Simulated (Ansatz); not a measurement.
## Ansatz (development build ahead of 0.2.0) run

```yaml
crystal:
  periodic: [false, false, false]
  atoms:
    - { symbol: C, position_ang: [0.0, 0.0, 0.0] }
    - { symbol: P, position_ang: [0.0, 0.0, 3.12] }
basis:
  gaussian: { orbitals: def2-SVP }
magnetization:
  spin_polarized: true
  initial_magnetization: 1
hamiltonian:
  xc: hf
scf:
  omitted_lower_state_checks: [starts, atomic_configurations, cluster_reference, orbital_swaps, given_window_search, neighbouring_geometries, increment]
output:
  forces: true
```

The input is written out in the form of the current development build from the run's settings.

The run gave:

```json
{"Converged": "yes", "Total energy": "-378.24177 hartree", "Spin squared of the determinant": "2.687", "Stability test": "minimum"}
```

Forces (eV/Å):
```json
{"atom": "C1", "Fx": "0.000", "Fy": "0.000", "Fz": "-0.085"}
{"atom": "P2", "Fx": "0.000", "Fy": "0.000", "Fz": "0.085"}
```

Caution: the unrestricted determinant is a mixture of spin states.
